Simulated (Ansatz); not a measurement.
Energy needed to pull apart C₂H₇B (SMILES BCC), closed shell, into free ground-state atoms, from the structure below (displaced at random from its PBE0-D4/def2-TZVP minimum); no zero-point or spin–orbit terms; open-shell atoms are treated unrestricted, in their ground-state multiplicity.

```
10
angstrom
B -0.8280 0.8185 -0.5906
C 0.3839 0.3430 -0.1661
C 0.4129 -0.9413 0.7592
H -2.1131 0.3774 -0.4972
H -1.1243 1.9133 -1.3635
H 1.1109 1.2263 0.2097
H 1.1382 0.1540 -1.0832
H 1.4233 -1.0835 1.1358
H -0.3507 -0.7688 1.7188
H -0.0937 -1.7952 0.2263
```

Ansatz 0.2.0; basis: def2-TZVPP; cores frozen in the correlated methods.

```json
{"method": "PBE-D4", "atomization energy (kJ/mol)": "3558"}
{"method": "r2SCAN-D4", "atomization energy (kJ/mol)": "?"}
{"method": "PBE0-D4", "atomization energy (kJ/mol)": "3514"}
{"method": "wB97M-V", "atomization energy (kJ/mol)": "3505"}
{"method": "HF", "atomization energy (kJ/mol)": "2652"}
{"method": "MP2", "atomization energy (kJ/mol)": "?"}
{"method": "CCSD", "atomization energy (kJ/mol)": "3375"}
{"method": "CCSD(T)", "atomization energy (kJ/mol)": "3412"}
```

(1) What does r2SCAN-D4 give? (To be estimated.)

(2) What does MP2 give? (An estimate is asked for; the value comes from the calculation.)

T1 diagnostic: at most 0.011.

Results:

(1) Computed: 3514 kJ/mol, which is about 102 kJ/mol more than CCSD(T)/def2-TZVPP.

(2) Computed: 3422 kJ/mol, which is about 10 kJ/mol more than CCSD(T)/def2-TZVPP.

In triple zeta the MP2 and coupled-cluster atomization energies are still short of their basis limit by a few kcal/mol a bond, whereas those of the functionals are nearly converged, so these differences are not deviations from converged CCSD(T).

For scale, one of the runs: CCSD(T)/def2-TZVPP forces, 191 basis functions (an equivalent command: `ansatz run in.yaml --threads 2`). Hardware: 2 CPU threads, shared host. Wall time 3 min; peak host memory 2.2 GiB.
